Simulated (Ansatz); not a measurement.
A made-up structure of Si₂NH₆ (charge +1), closed shell:

```tsv
atom	x (Å)	y (Å)	z (Å)
N1	-0.8985	0.9649	-1.2928
Si2	0.1941	0.8135	-0.0655
Si3	0.5519	-1.2494	1.0159
H4	-1.4636	0.2029	-1.6441
H5	-1.0776	1.8348	-1.7794
H6	0.8558	2.1047	0.2109
H7	0.5636	0.3577	1.2276
H8	-0.3684	-2.1904	0.3436
H9	0.2184	-0.9628	2.4282
```

It is relaxed with PBE-D4/def2-SVP and then PBE0-D4/def2-TZVP (Ansatz 0.2.0). Atoms count as bonded within 1.22 times the sum of their covalent radii (H–H: 0.88 Å). The end point is not checked to be a true minimum.

(1) Does its bonding change? (Judge from chemistry; the calculation decides.)

## Answers

(1) By the calculation: Yes. Formed: none; broken: Si2–H7.

Where it ends: The first stage lowers the energy by 3.91 eV in 25 steps. It ends as Si₂NH₆ ([NH2][SiH][SiH3]), total charge +1:
N1  (-0.612, 0.979, -1.565)
Si2  (0.106, 0.995, -0.080)
Si3  (0.015, -0.877, 1.349)
H4  (-1.120, 0.188, -1.940)
H5  (-0.594, 1.764, -2.205)
H6  (0.764, 2.294, 0.171)
H7  (-0.659, -0.358, 2.559)
H8  (-0.761, -1.884, 0.595)
H9  (1.437, -1.224, 1.559)
(Å)

Labels in which every atom is bracketed show which atoms are joined, not bond orders.

For scale, one of the runs: PBE0-D4/def2-TZVP relaxation, 141 basis functions, launched by `ansatz run in.yaml --threads 2 --pin off --events-out ev --progress --plain --max-ram 4352MiB`. Hardware: 2 CPU threads of an AMD EPYC 9R45, shared host. Wall time about 8 s.
